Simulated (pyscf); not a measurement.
•H₂C–GeH₃ + methane (CH₄) -> H₃C–GeH₃ + methyl (CH₃•) (hydrogen abstraction; doublet surface; C–H broken, C–H formed). Optimised with ωB97X-D3(BJ)/def2-SVP in PySCF. Energies in kcal/mol from the separated reactants.

```json
[
 {"level": "ωB97X-D3(BJ)/def2-TZVP", "barrier": "16.7", "reaction energy": "+3.1"},
 {"level": "PBE/def2-TZVP", "barrier": "(withheld)", "reaction energy": "(withheld)"},
 {"level": "B3LYP-D3(BJ)/def2-TZVP", "barrier": "(withheld)", "reaction energy": "+3.1"},
 {"level": "PBE0-D3(BJ)/def2-TZVP", "barrier": "14.0", "reaction energy": "+2.9"},
 {"level": "ωB97M-D3(BJ)/def2-TZVP", "barrier": "17.6", "reaction energy": "+2.7"},
 {"level": "HF/def2-TZVP", "barrier": "32.3", "reaction energy": "+2.8"}
]
```

Q: Fill in the missing entries.

A: 
- PBE/def2-TZVP, barrier: 12.0
- PBE/def2-TZVP, reaction energy: +3.4
- B3LYP-D3(BJ)/def2-TZVP, barrier: 14.9

The functionals in the table span 5.6 kcal/mol in this barrier, from PBE to ωB97M-D3(BJ)/def2-TZVP. •H₂C–GeH₃ lies 20.6 kcal/mol over its isomer H₃C–GeH₂• (electronic energy, ωB97M-D3(BJ)/def2-TZVP). One saddle was located; it need not be the lowest between these sides. The angle at the transferred H is 180°. Elements up to Kr have no core potential and no relativistic terms here.
